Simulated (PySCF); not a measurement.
Where does sulfanylsilane take a proton?

System: sulfanylsilane, `[SiH3]S` (H4SSi). Non-hydrogen atoms are numbered in `[SiH3:1][SH:2]`.

Energies: ωB97X-D3(BJ)/def2-TZVP (PySCF, density fitting, integration grid level 2) on PBE0-D3(BJ)/def2-SVP structures. Zero-point and thermal terms (298.15 K, 1 bar) come from unscaled PBE0-D3(BJ)/def2-SVP harmonic frequencies, with soft modes damped to free rotors in the entropy.

| site | product | PA / eV | GB / eV |
| --- | --- | --- | --- |
| S2 (thiol sulfur) | `[SiH3][SH2+]` | 7.98 | 7.67 |

PA is −ΔH and GB is −ΔG of B + H⁺ → BH⁺ in the gas phase. Sites whose products fell apart, merged with another or lost in a GFN2-xTB screen aren't listed.

Known limits: protonation of a hydridic H, with loss of H₂, was not considered.

Structures, frequencies and single points took 48 s of wall time on 1 thread of Arm Neoverse V1 (shared host), launched as `OMP_NUM_THREADS=1 python redox_run.py task.json out`.

---

## Protonation sites of diphosphine

Parent: diphosphine, `PP` (H4P2). Numbering: `[PH2:1][PH2:2]`

Energies: ωB97X-D3(BJ)/def2-TZVP (PySCF, density fitting, integration grid level 2) on PBE0-D3(BJ)/def2-SVP structures. Thermal corrections: PBE0-D3(BJ)/def2-SVP frequencies, unscaled, ideal gas at 298.15 K and 1 bar, quasi-RRHO entropy.

```tsv
site	product	PA / kJ/mol	GB / kJ/mol
P1 (phosphorus)	P[PH3+]	846	816
```

PA is −ΔH and GB is −ΔG of B + H⁺ → BH⁺ in the gas phase. Sites whose products fell apart, merged with another or lost in a GFN2-xTB screen aren't listed.

Hardware: 1 thread of Arm Neoverse V1, shared with other jobs. Command: `OMP_NUM_THREADS=1 python redox_run.py task.json out`. Structures, frequencies and single points: 45 s.

---

Proton affinity of formaldehyde, site by site

System: formaldehyde, `C=O` (CH2O). Non-hydrogen atoms are numbered in `[CH2:1]=[O:2]`.

These are calculated values, B3LYP-D3(BJ)/def2-TZVP in PySCF (grid level 2) at geometries from PBE0-D3(BJ)/def2-SVP. Thermal corrections: PBE0-D3(BJ)/def2-SVP frequencies, unscaled, ideal gas at 298.15 K and 1 bar, quasi-RRHO entropy.

| site | product | PA / kJ/mol | GB / kJ/mol |
| --- | --- | --- | --- |
| O2 (carbonyl oxygen) | `C=[OH+]` | 711 | 681 |

PA is −ΔH and GB is −ΔG of B + H⁺ → BH⁺ in the gas phase.

Measured values (NIST Chemistry WebBook, evaluated or the median of agreeing entries): proton affinity (−ΔH) 713 kJ/mol (computed 711, difference -2); gas-phase basicity (−ΔG) 683 kJ/mol (computed 681, difference -2).

Structures, frequencies and single points took 17 s of wall time on 1 thread of Arm Neoverse V1 (shared host), launched as `OMP_NUM_THREADS=1 python redox_run.py task.json out`.
